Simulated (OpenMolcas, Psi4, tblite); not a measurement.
**A ladder of methods for C2HClF2 (SMILES FC(F)=CCl)**

C2HClF2 has 6 atoms, charge 0, and is taken as a singlet. SMILES: `FC(F)=CCl`. The shape is that of a PBE0-D4/def2-TZVP optimisation.

```xyz
6

F     0.9010   -0.8104    1.3420
C     0.2676   -0.5622    0.2204
F     0.1925   -1.6326   -0.5227
C    -0.2184    0.6268   -0.0866
Cl   -1.0390    0.9264   -1.5521
H    -0.1038    1.4520    0.5990
```

Each level gives the dipole moment (D). The values are calculated.

```json
{"level": "GFN2-xTB", "kind": "semi-empirical", "program": "tblite", "value (D)": "1.56"}
{"level": "HF/6-31G* (spherical functions)", "kind": "Hartree–Fock", "program": "Psi4", "value (D)": "1.19"}
{"level": "SVWN5/6-31G* (spherical functions)", "kind": "LDA", "program": "OpenMolcas", "value (D)": "1.00"}
{"level": "PBE/6-31G* (spherical functions)", "kind": "GGA", "program": "OpenMolcas", "value (D)": "1.00"}
{"level": "M06-L/6-31G* (spherical functions)", "kind": "meta-GGA", "program": "OpenMolcas", "value (D)": "1.04"}
{"level": "r2SCAN/6-31G* (spherical functions)", "kind": "meta-GGA", "program": "OpenMolcas", "value (D)": "1.05"}
{"level": "B3LYP/6-31G* (spherical functions)", "kind": "global hybrid", "program": "OpenMolcas", "value (D)": "1.03"}
```

The values span 1.00 to 1.56 D.
